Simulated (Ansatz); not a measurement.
The input, for Ansatz 0.2.0:

```yaml
crystal:
  periodic: [false, false, false]
  atoms:
    - {symbol: Mo, position_ang: [0.000000, 0.000000, 0.000000]}
    - {symbol: Ge, position_ang: [0.000000, 0.000000, 2.316000]}
basis:
  gaussian: {orbitals: def2-SVP}
magnetization: {spin_polarized: true, initial_magnetization: 2}
hamiltonian: {xc: hf}
accuracy: high
output: {orbitals: {seedname: orbitals}}
```

```sh
$ ansatz run in.yaml --threads 1 --pin off --events-out ev --progress --plain --max-ram 2393MiB
```

Log:

```
1142 factors; integrals over basis functions are off by at most 4.6e-9 eV
mean field evaluation 1: about -58298.3687 eV, gradient 9.7e0 eV
mean field evaluation 2: about -58298.5459 eV, gradient 9.6e0 eV
mean field evaluation 4: about -58299.4659 eV, gradient 3.2e0 eV
mean field evaluation 8: about -58299.4438 eV, gradient 1.3e0 eV
mean field evaluation 16: about -58301.7532 eV, gradient 1.7e-2 eV
mean field evaluation 32: about -58301.7576 eV, gradient 7.3e-1 eV
mean field evaluation 64: about -58211.1111 eV, gradient 1.3e2 eV
mean field evaluation 96: about -58302.7083 eV, gradient 2.8e-8 eV
mean field evaluation 128: about -58300.1317 eV, gradient 1.9e-3 eV
mean field evaluation 160: about -58300.2709 eV, gradient 9.7e-1 eV
mean field evaluation 192: about -58301.2883 eV, gradient 3.0e-1 eV
mean field evaluation 224: about -58300.1317 eV, gradient 6.1e-3 eV
mean field evaluation 256: about -58300.1317 eV, gradient 6.7e-5 eV
mean field evaluation 288: about -58299.3922 eV, gradient 3.6e0 eV
mean field evaluation 320: about -58302.3890 eV, gradient 1.1e0 eV
mean field evaluation 352: about -58302.6805 eV, gradient 3.9e-1 eV
mean field evaluation 384: about -58298.0744 eV, gradient 9.9e0 eV
mean field evaluation 416: about -58298.4983 eV, gradient 7.7e0 eV
mean field evaluation 448: about -58299.1573 eV, gradient 3.7e0 eV
mean field evaluation 480: about -58299.5734 eV, gradient 3.5e-1 eV
mean field evaluation 512: about -58299.5866 eV, gradient 2.7e-6 eV
mean field evaluation 544: about -58298.8938 eV, gradient 7.1e0 eV
mean field evaluation 576: about -58288.5102 eV, gradient 2.6e1 eV
mean field evaluation 608: about -58295.8329 eV, gradient 2.2e1 eV
mean field -58302.70830337 eV, -2142.5850111539 hartree, gradient 3.2e-8 eV, S^2 4.604793; 15 other end points of the search recorded, 0 dependent functions left out
reference -58302.70830337 eV, -2142.5850111539 hartree; 24, 22 occupied and 39, 41 virtual orbitals, 1142 factors
Total energy: -58302.70830337 eV, -2142.5850111539 hartree
```

Ran on 1 thread of Intel Xeon 6975P-C, shared host: 12 s wall, 0.24 GiB peak host memory.
